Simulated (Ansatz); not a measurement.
Al₂Si⁺, quartet: the ladder up to UCCSDT(Q)

Geometry: that of the Al2Si, triplet, kept fixed.

```xyz
3

Al    0.0000    0.0000    2.5272
Si    0.0000    0.0000    0.0000
Al    0.0000    0.0000   -2.5272
```

Basis cc-pVTZ; Ansatz 0.2.0. Correlated methods freeze the noble-gas cores, which leaves 9 electrons in 87 orbitals. R marks a restricted (for open shells ROHF) determinant, U an unrestricted one. Active spaces: valence = (9e, 12o) chosen from the atoms' valence shells.

Full CI isn't at hand for all of this; UCCSDT(Q) serves as the reference, and is uncertain by about the last step of the cluster series. The frozen core follows each run's orbitals, which can shift R against U totals by a few meV.

```
UHF ⟨S²⟩                          : 3.804
T1 diagnostic (RCCSD)             : 0.0318
largest doubles amplitude (RCCSD) : 0.092
T1 diagnostic (UCCSD)             : 0.0288
```

```tsv
level	E − E(UCCSDT(Q)) (kJ/mol)	share of correlation (%)	wall time
RHF	572.0	0.00	–
UHF	555.4	2.90	–
RMP2	128.7	77.51	–
UMP2	133.1	76.73	–
RCCSD	40.7	92.88	–
UCCSD	40.1	93.00	–
RCCSD(T)	8.4	98.53	6 s (H100)
UCCSD(T)	8.5	98.52	6.5 s (H100)
BCCD(T)	8.3	98.55	4.5 s (H100)
RCCSDT	2.9	99.49	–
UCCSDT	2.8	99.51	–
RCCSDT(Q)	0.3	99.96	14 s (H100)
CASSCF (valence space)	327.3	42.79	–
NEVPT2 (valence space)	74.6	86.96	6 s (H100)
MRCISD (valence space)	28.8	94.96	–
MRCISD+Q (valence space)	2.2	99.61	13 s (H100)
```

The correlation energy at UCCSDT(Q), counted from RHF, is -5.929 eV. That run took 11 s on 2 threads of AMD EPYC 7R13 with a shared H100 80 GB, shared host.

Times hold each run's SCF and search for its determinant on a shared host, so for small cases they say little of a method's own cost.

Natural occupations of CASSCF (valence space) about the gap: 1.972 1.921 1.866 1.007 0.986 0.986 0.055 0.055 0.051 0.041; effectively unpaired electrons, Σ n²(2−n)², 3.14.
